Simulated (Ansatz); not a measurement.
# Structure relaxation of SiSn2

These are results of DFT r2SCAN, scalar-relativistic, plane waves, PAW (Ansatz), not measurements. Cutoff 500 eV, Γ-centred k mesh, Gaussian smearing, no spin polarisation in the final step.

SiSn2 was placed on the fluorite structure type (Fm-3m, No. 225), with Si in place of Ca, Sn in place of F, at a guessed volume.

```xyz
3
Lattice="0.0000 3.1901 3.1901 3.1901 0.0000 3.1901 3.1901 3.1901 0.0000" Properties=species:S:1:pos:R:3 pbc="T T T"
Si    0.0000    0.0000    0.0000
Sn    1.5951    1.5951    1.5951
Sn    4.7852    4.7852    4.7852
```

Cell and atoms relax at zero pressure; the relaxation can't lower the symmetry of the start. After a coarse first stage the cell is made exact in the group found at 0.06 Å.

Formation energies are uncorrected and refer to the elements' standard structures at the same level.

What does it relax into?

It keeps Fm-3m (No. 225). The result has the fluorite structure. Conventional cell: a = 6.759 Å. Si has 8 Sn at 2.93 Å; Sn is coordinated by 4 Si at 2.93 Å and 6 Sn at 3.38 Å.

```xyz
3
Lattice="0.0000 3.3795 3.3795 3.3795 0.0000 3.3795 3.3795 3.3795 0.0000" Properties=species:S:1:pos:R:3 pbc="T T T"
Si    0.0000    0.0000    0.0000
Sn    1.6898    1.6898    1.6898
Sn    5.0693    5.0693    5.0693
```

What are its volume, energy, density and gap?

The volume per atom is 25.73 Å³ and the density is 5.71 g/cm³. The energy over the elements is 0.45 eV/atom and the gap on the 12×12×12 mesh is 0 eV (a metal).

The final run used a 12×12×12 mesh on its 3-atom cell and 0.10 eV smearing. For metals, differences of a few meV/atom aren't resolved. Symmetry constrained the relaxation, so the result can be a saddle point.

Cost: 3 runs of about 1.4 core-minutes in all, on Arm Neoverse V2 (shared hosts).